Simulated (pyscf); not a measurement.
This saddle point was located with ωB97X-D3(BJ)/def2-SVP in PySCF.

```xyz
9

C     -1.6138    -1.0990    -0.3788
N     -1.1664    -0.1401     0.3626
H     -1.2448    -2.1372    -0.3352
H     -2.3814    -0.8741    -1.1333
H     -0.4645    -0.4889     1.0214
C      0.0828     1.3120    -0.5674
H      0.9717     0.7371    -0.8475
H     -0.5749     1.6153    -1.3859
H      0.1992     2.0326     0.2465
```
Charge 0, spin multiplicity 2.

Surface: doublet, charge 0. Lowest wavenumbers (cm⁻¹): 512i, 89, 246, 355, 536.

### Question
What reaction is this the transition state of?

### Answer
H₂C=NH (SMILES C=N) + CH₃• (SMILES [CH3]) ⇌ •H₂C–NH–CH₃ (SMILES [CH2]NC), an addition read from left to right: none broken and C–N formed. At CCSD(T)/def2-TZVPP + ΔMP2(QZVPP) it lies +44.7 kJ/mol from the left side and +141.6 kJ/mol from the right (each side as separated species at their lowest minima found). The same reactants have a lower exit, to H₃C–CH₂–NH• (no saddle found, reaction energy -104.3 kJ/mol at ωB97M-D3(BJ), against +38.3 kJ/mol here). •H₂C–NH–CH₃ lies 35.0 kJ/mol over its isomer H₃C–CH•–NH₂, and others may lie lower still (electronic energy, ωB97M-D3(BJ)). This is the saddle that the search found; another between the same sides may lie lower. The CCSD(T) − MP2 part came from Ansatz, without density fitting, on the same reference. A UHF reference is spin-contaminated (<S²> up to 1.00), which harms MP2 most.
